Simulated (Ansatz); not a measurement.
## Cobalt, hcp: convergence with Methfessel-Paxton smearing

Computed with Ansatz, r²SCAN, scalar-relativistic PAW, on the relaxed cell (a = 2.472 Å, c = 4.027 Å (c/a = 1.629); ferromagnetic, net 1.75 μB per atom). Errors count from a run at 500 eV on a Γ-centred 24×24×13 mesh with Fermi-Dirac smearing of 0.05 eV, extrapolated to zero width. Fixed here: cutoff 500 eV, mesh 15×15×8.

```
width (eV)  E(σ→0) error (meV/atom)  F error (meV/atom)  P (GPa)  sphere moment (μB)  SCF iterations
      0.01                      1.7                 1.7    -1.72                1.84              19
      0.03                      1.7                 1.7    -1.86                1.84              17
       0.1                      1.7                 1.6    -1.77                1.84              18
       0.2                      1.4                 1.3    -1.42                1.85              17
       0.3                      1.1                 1.4    -1.25                1.86              18
       0.6                      1.4                 5.0    -0.87                1.89              16
       1.0                      7.2                25.3     0.12                1.95              16
```
